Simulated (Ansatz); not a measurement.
# Elastic constant C13 of 2H WSe2 at several levels of theory

No measured value is used here.

| level (code) | value (GPa) | cell (Å³/atom) |
|---|---|---|
| LDA (Ansatz) | 12.3 | 19.54 |
| PBE (Ansatz) | 0.65 | 24.27 |
| PBE-D4 (Ansatz) | 12.6 | 19.91 |
| r²SCAN (Ansatz) | 4.72 | 21.76 |

The crystal itself was run without spin with LDA, PBE, PBE-D4, r²SCAN; a magnetic state was not tried in these runs. Density-functional levels without +SOC have no spin–orbit coupling. LDA: LDA has no dispersion term either, though it tends to give short spacings of layers, chains or molecules. PBE, r²SCAN: the cell comes from a level without a dispersion term, which matters for the spacing of layers, chains or molecules. PBE-D4: the dispersion coefficients are held fixed in the derivatives. Each level is taken at its own relaxed cell. Cutoffs differ between the levels. Ansatz's density-functional and Hartree–Fock values are scalar-relativistic unless marked +SOC, with PAW data made under PBE.

Ansatz is an electronic-structure program.
